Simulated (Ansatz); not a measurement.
Structure optimisation: titanium, hcp

Theory: Ansatz, DFT, BLYP, plane waves (420 eV) with PAW, scalar-relativistic. (PAW data from PBE, frozen cores regenerated.)

k-point mesh 12×12×7, Fermi-Dirac smearing 0.05 eV, starting moments 1.00 ×2 μB. Cell and atoms relax.

Starting structure:

```xyz
2
Lattice="2.9500 0.0000 0.0000 -1.4750 2.5548 0.0000 0.0000 0.0000 4.6860" Properties=species:S:1:pos:R:3 pbc="T T T"
Ti    0.0000    1.7032    1.1715
Ti    1.4750    0.8516    3.5145
```

Q: What cell does the relaxation end in?

A: P6_3/mmc with a = 2.961 Å, c = 4.688 Å (c/a = 1.583); 17.80 Å³ per atom against 17.66 at the start (0.8 %).

Q: How much energy does the relaxation gain?

A: 0.4 meV per atom.

Q: Which magnetic state does it end in?

A: non-magnetic.
